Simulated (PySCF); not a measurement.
Bonds broken one at a time in the series silaethenyl-X. Isolated molecules, 0 K electronic values unless said otherwise. One relaxed conformer stands for each flexible species; it need not be the lowest. Strings in code marks are SMILES.

Computed with ωB97X-D3(BJ)/def2-TZVP // PBE0-D3(BJ)/def2-TZVP (PySCF 2.14.0). 

```tsv
species	dipole moment (D)
radical fragment (`[SiH]=C`)	…
radical fragment (`C=[SiH][O]`)	4.52
radical fragment (`C[C]=O`)	2.60
radical fragment (`O=[C][SiH]=C` (C–Si–C–O torsion 104°))	–
```

Q: Fill in the missing entries.

A: 
- radical fragment (`[SiH]=C`), dipole moment (D): 0.79
